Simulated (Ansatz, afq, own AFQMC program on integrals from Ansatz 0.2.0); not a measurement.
AFQMC on a folder of integrals that Ansatz 0.2.0 wrote.

```yaml
crystal:
  periodic: [false, false, false]
  atoms:
    - {symbol: Si, position_ang: [0.000000, 0.000000, -1.543322]}
    - {symbol: B, position_ang: [0.000000, 0.000000, 0.178678]}
    - {symbol: H, position_ang: [0.000000, 0.000000, 1.364644]}
basis:
  gaussian: {orbitals: 6-31G}
magnetization: {spin_polarized: false}
correlation: {method: ccsd_t, electrons: outside_noble_gas, hamiltonian_folder: ham}
```

```sh
$ ansatz run in.yaml --threads 1 --pin off --events-out ev --progress --plain --max-ram 16896MiB --backend cuda --devices 0, --max-vram 18GiB
```

afq runs on the folder ham with

```
--method free --trial cid --walkers 200 --time-step 0.02 --max-blocks 30 --target-error 0.00068 --factor-cut 1e-05 --seed 2573 --times 0.0,0.4,0.8,1.6,2.4 --taylor-order 4
```

Times are imaginary, in 1/Eh. The walk had a cap of 60 s.

```
orbitals 18  electrons 4 4  factors 106 of 298
reference energy -313.97815990 Eh
CCSD correlation -0.10851818 Eh in 15 cycles, weight of the determinant in the CISD state 0.8827
repeat  energy at the last time / Eh  error
    10  -314.090467  0.000276
    20  -314.090440  0.000196
    30  -314.090483  0.000153
time / (1/Eh)  energy / Eh  error  mean overlap
  0.00  -314.086830  0.000122  1.1320
  0.40  -314.088503  0.000153  1.1385
  0.80  -314.089599  0.000164  1.1359
  1.60  -314.090340  0.000117  1.1376
  2.40  -314.090483  0.000153  1.1383
energy -314.090483 +/- 0.000153 Eh
```

(1) Estimate how long the walk took on 1 × NVIDIA H100 80GB HBM3 with 2 threads of AMD EPYC 7R13 Processor (Zen 3), with other jobs on the host (the card was shared).

The run passed its tests (error under three times the target), which doesn't prove that it has relaxed.

Against this walk (error 4.2 meV) on the same determinant: CCSD(T) 23.1 meV higher, CCSDT(Q) 74.7 meV lower, CCSDTQ 81.3 meV lower, full CI 83.0 meV lower. The error is statistical, and a free projection of finite length keeps a remainder of its start. The projection is still falling at its last time (meV from the last point: 99 ± 3 at 0.00, 54 ± 4 at 0.40, 24 ± 4 at 0.80, 4 ± 3 at 1.60, 0 ± 4 at 2.40), so its energy is a cut-off value, and the gaps above aren't errors of the other methods. Full CI is exact here, so the walk's 83 meV above it is the walk's own error: what remains of the start. The determinant is a poor start (see the cautions), so the low cluster orders aren't to be relied on, and full CI is the sure value.

Cautions: remainder of the start not in the error; higher spins were not checked; restricted determinant unstable towards unrestricted (UHF 786 meV lower, ⟨S²⟩ 1.00); the CCSDT(Q) amplitudes may be one of several solutions (largest double 0.67); the CCSDTQ amplitudes may be one of several solutions (largest double 0.95); the determinant fills πx and πy unequally, so it mixes two states of the linear molecule, and each level undoes that mixture to a different degree, while full CI gives the lower state, and by Hund's rule a triplet of that filling probably lies lower still; CCSDTQ on the UHF determinant differs (725 meV lower), perhaps since the unrestricted series falls towards higher spin.

Results:

(1) 2.8 s of wall time.

CCSDT and higher add their correlation energy to the determinant of the CCSD(T) run, since their own runs factorise the integrals more tightly (a shift of under 2 meV).
